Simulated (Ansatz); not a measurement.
**Question.** Name a neutral molecule of Si and H with LUMO energy (PBE/def2-TZVPP) between -0.70 and -0.40 eV and ideal-gas entropy at 298 K and 1 bar (rigid rotor, harmonic PBE0-D4/def2-TZVP) between 267 and 283 J/(mol·K) (Ansatz, PBE0-D4/def2-TZVP geometry).

**Answer.** `[SiH3][SiH3]` (-0.57 eV, 274 J/(mol·K)). Other molecules can fit too; these were computed, each in one conformer that needn't be the lowest.
